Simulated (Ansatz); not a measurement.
Molecule (SMILES): OO (H2O2).
Geometry (B3LYP-D3(BJ)/def2-TZVP, fixed):
```xyz
4

O      0.0155     0.7238    -0.0702
O     -0.0112    -0.7261    -0.0419
H      0.8057     0.8967     0.4614
H     -0.8394    -0.8786     0.4355
```
Charge 0, spin multiplicity 1.

Basis-set convergence of the dipole moment at HF with Ansatz (a program for electronic structure). Dipoles come from the density behind the forces; the sign is taken along the dipole that this method gives in the largest set. Cartesian d functions, on some or all atoms, in 6-31G*, 6-31+G*; all else is spherical. The program fits the integrals of some runs and decomposes those of others, by size. No added dispersion term, no relativity. Reference: the value in aug-cc-pVQZ, 1.794 D. Deviations are taken from unrounded values.

```json
[
 {"basis": "6-31G*", "functions": "34", "dipole moment (D)": "1.985"},
 {"basis": "6-31+G*", "functions": "42", "dipole moment (D)": "2.005"},
 {"basis": "cc-pVDZ", "functions": "38", "dipole moment (D)": "1.907"},
 {"basis": "aug-cc-pVDZ", "functions": "64", "dipole moment (D)": "1.816"},
 {"basis": "def2-SVP", "functions": "38", "dipole moment (D)": "1.962"},
 {"basis": "def2-SVPD", "functions": "62", "dipole moment (D)": "1.843"},
 {"basis": "pcseg-1", "functions": "38", "dipole moment (D)": "1.964"},
 {"basis": "aug-pcseg-1", "functions": "64", "dipole moment (D)": "1.784"},
 {"basis": "6-311G**", "functions": "48", "dipole moment (D)": "1.963"},
 {"basis": "6-311+G**", "functions": "56", "dipole moment (D)": "1.972"},
 {"basis": "def2-TZVP", "functions": "74", "dipole moment (D)": "1.898"},
 {"basis": "def2-TZVPD", "functions": "98", "dipole moment (D)": "1.796"},
 {"basis": "cc-pVTZ", "functions": "88", "dipole moment (D)": "1.838"},
 {"basis": "aug-cc-pVTZ", "functions": "138", "dipole moment (D)": "1.797"},
 {"basis": "pcseg-2", "functions": "88", "dipole moment (D)": "1.859"},
 {"basis": "aug-pcseg-2", "functions": "138", "dipole moment (D)": "1.801"},
 {"basis": "def2-TZVPP", "functions": "90", "dipole moment (D)": "1.846"},
 {"basis": "def2-TZVPPD", "functions": "114", "dipole moment (D)": "1.797"},
 {"basis": "cc-pVQZ", "functions": "170", "dipole moment (D)": "1.816"},
 {"basis": "aug-cc-pVQZ", "functions": "252", "dipole moment (D)": "1.794"},
 {"basis": "def2-QZVPP", "functions": "174", "dipole moment (D)": "1.820"},
 {"basis": "def2-QZVPPD", "functions": "198", "dipole moment (D)": "1.795"}
]
```

What the diffuse functions change, pair by pair:
- 6-31G* to 6-31+G*: 8 more functions, deviation 0.190 to 0.211 D
- cc-pVDZ to aug-cc-pVDZ: 26 more functions, deviation 0.113 to 0.021 D
- def2-SVP to def2-SVPD: 24 more functions, deviation 0.168 to 0.048 D
- pcseg-1 to aug-pcseg-1: 26 more functions, deviation 0.170 to -0.011 D
- 6-311G** to 6-311+G**: 8 more functions, deviation 0.169 to 0.178 D
- def2-TZVP to def2-TZVPD: 24 more functions, deviation 0.104 to 0.002 D
- cc-pVTZ to aug-cc-pVTZ: 50 more functions, deviation 0.043 to 0.003 D
- pcseg-2 to aug-pcseg-2: 50 more functions, deviation 0.065 to 0.006 D
- def2-TZVPP to def2-TZVPPD: 24 more functions, deviation 0.052 to 0.003 D
- cc-pVQZ to aug-cc-pVQZ: 82 more functions, deviation 0.022 to 0.000 D
- def2-QZVPP to def2-QZVPPD: 24 more functions, deviation 0.026 to 0.001 D

Leaving out the reference's own pair, they bring the value nearer the reference by more than 0.001 D in 8 of 10 pairs.
